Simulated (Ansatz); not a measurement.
Correlation energies of `CC#[NH+]` by basis set

```xyz
7

C     0.4126   -0.7849    0.2740
C    -0.2219    0.4222   -0.1474
N    -0.7275    1.3839   -0.4832
H    -0.0152   -1.0964    1.2321
H     1.4861   -0.6027    0.3860
H     0.2419   -1.5592   -0.4806
H    -1.1759    2.2370   -0.7810
```

Charge 1, multiplicity 1. The geometry is a stationary point of PBE0-D4/def2-TZVP. It is one conformer, not always the lowest. Frozen core, restricted reference, Ansatz 0.2.0. CBS rows extrapolate triple and quadruple zeta.

| basis | HF (Eh) | MP2 corr. |
| --- | --- | --- |
| def2-SVP | -132.13923 | -0.41809 |
| def2-TZVPP | -132.29163 | -0.50389 |
| def2-QZVPP | -132.29741 | -0.53664 |
| cc-pV(D+d)Z | -132.24873 | -0.41518 |
| cc-pV(T+d)Z | -132.28727 | -0.50578 |
| cc-pV(Q+d)Z | -132.29601 | -0.53787 |

(1) Estimate the CCSD correlation energy and the (T) correction in each basis where they were run (hartree).

Answers

(1) 
| basis | CCSD corr. | (T) |
| --- | --- | --- |
| def2-SVP | -0.44306 | -0.01577 |
| def2-TZVPP | -0.52296 | -0.02322 |
| def2-QZVPP | -0.54976 | -0.02535 |
| CBS(def2) | -0.56962 | -0.02693 |
| cc-pV(D+d)Z | -0.44081 | -0.01562 |
| cc-pV(T+d)Z | -0.52441 | -0.02348 |
| cc-pV(Q+d)Z | -0.55081 | -0.02540 |
| CBS(cc) | -0.56960 | -0.02677 |
